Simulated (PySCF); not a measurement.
SOF, doublet: structure and spectrum

All numbers come from UPBE0/[S def2-TZVP, O def2-TZVP, F def2-TZVP], no relativity, density fitting, PySCF.

The structure is a minimum.

```xyz
3
charge 0 multiplicity 2, angstrom
S    -0.0886    0.0000   -0.4700
O    -1.2616    0.0000    0.3827
F     1.2112    0.0000    0.4690
```

```json
{"Point group": "Cs", "Bond lengths": "S–F 1.604 Å, S–O 1.450 Å", "Bond angles": "F–S–O 108.1°", "Spin squared ⟨S²⟩": "0.757", "Enthalpy at 298.15 K above 0 K": "10.96 kJ/mol", "Entropy at 298.15 K and 1 bar (electronic part: spin only)": "265.3 J/(mol K)", "Lowest empty level (β)": "-3.20 eV", "Heat capacity Cp at 298.15 K": "42.9 J/(mol K)", "Dipole moment": "1.71 D", "Rotational constants": "1.286, 0.3118, 0.251 cm⁻¹", "Highest occupied level (α)": "-7.23 eV", "Principal polarisabilities": "14.5, 19.3, 27.2 bohr³", "Atomisation energy without zero-point energy": "883 kJ/mol", "Rotational symmetry number": "1", "Zero-point energy": "14.7 kJ/mol", "Principal quadrupole moments (Buckingham, traceless) about the centre of mass": "-3.34, 1.59, 1.74 D Å"}
```

Harmonic modes (masses in u: S 31.972, O 15.995, F 18.998):
```csv
symmetry,ω (cm⁻¹),IR (km/mol)
a',407,9.9
a',786,172
a',1262,74.2
```

Charges (e):
```csv
atom,Mulliken,Löwdin,polar tensor,spin (Mulliken),Mayer order to S1
S1,0.54,0.44,1.00,0.61,–
O2,-0.33,-0.29,-0.44,0.35,1.96
F3,-0.21,-0.15,-0.56,0.04,0.97
```

Mulliken populations on S1: s 5.89, p 9.04, d 0.47, f 0.06.

Only a few start shapes were tried, so a lower isomer may exist.

The final relaxation and frequency run took 25 s on 4 threads of a shared Arm Neoverse V2 host, with 99 basis functions and 15 gradients; the process peaked at 0.91 GiB.
